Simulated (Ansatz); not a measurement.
# BH₃, singlet in cc-pVDZ: errors against full CI

Geometry: a point of a breathe scan, not a stationary point.

```yaml
atoms:
  - { symbol: B, position_ang: [0.0000, 0.0000, 0.0000] }
  - { symbol: H, position_ang: [2.0884, 0.0255, -0.0005] }
  - { symbol: H, position_ang: [-1.0663, 1.7959, -0.0050] }
  - { symbol: H, position_ang: [-1.0221, -1.8213, 0.0054] }
```

Basis cc-pVDZ; Ansatz 0.2.0. Only valence electrons are correlated (noble-gas cores frozen), which leaves 6 electrons in 28 orbitals. Prefix R: restricted or restricted open-shell reference; prefix U: unrestricted. Active spaces: pair = (2e, 2o) about the gap; valence = (6e, 7o) chosen from the atoms' valence shells.

Full CI is exact within this basis and frozen core; it isn't the basis-set limit. The frozen core follows each run's orbitals, which can shift R against U totals by a few meV.

Unrestricted rows (U) aren't spin-pure: their determinants' ⟨S²⟩ exceeds S(S+1) by up to 1.39, so they mix in states of higher spin.

* UHF ⟨S²⟩: 1.388
* T1 diagnostic (RCCSD): 0.0262
* largest doubles amplitude (RCCSD): 0.192

```csv
level,E − E(full CI) (kJ/mol),share of correlation (%),wall time
RHF,487.4,0.00,–
UHF,358.9,26.36,–
RMP2,168.7,65.40,–
UMP2,216.0,55.69,–
CISD,75.7,84.47,0.45 s
RCCSD,35.1,92.81,–
UCCSD*,46.5,90.45,–
RCCSD(T),10.6,97.83,0.3 s
UCCSD(T)*,26.3,94.60,1.6 s
BCCD(T),10.5,97.86,0.36 s
RCCSDT,2.3,99.52,–
UCCSDT,4.3,99.13,–
RCCSDT(Q),0.6,99.89,0.78 s
UCCSDT(Q),0.4,99.92,6 s
RCCSDTQ,-0.1,100.02,9.5 s
CASSCF (pair space),371.7,23.74,–
NEVPT2 (pair space),138.7,71.55,0.15 s
MRCISD (pair space),44.6,90.86,–
MRCISD+Q (pair space),-9.9,102.02,0.27 s
CASSCF (valence space),103.5,78.76,–
NEVPT2 (valence space),27.8,94.30,0.33 s
MRCISD (valence space),3.6,99.26,–
MRCISD+Q (valence space),1.1,99.76,0.69 s
MRCISD+Q(relaxed) (valence space),-1.2,100.24,0.9 s
```

An asterisk marks runs whose energy the program itself flagged as in doubt.

The correlation energy at full CI, counted from RHF, is -5.052 eV. That run took 8.5 s on 1 thread of Arm Neoverse V2, shared host over 2,701,046 determinants.

Times hold each run's SCF and search for its determinant on a shared host, so for small cases they say little of a method's own cost; they ran on 1 thread of Arm Neoverse V2.

More than 5 meV below full CI, which no variational method can be: MRCISD+Q (pair space), MRCISD+Q(relaxed) (valence space).

The full-CI state has the irrep A1 of C2v, in the program's axes (one component, if the state is degenerate).

Natural occupations of full CI about the gap: 1.893 1.768 1.768 0.292 0.107 0.107 0.030 0.005 0.005 0.004; effectively unpaired electrons, Σ n²(2−n)², 0.71.
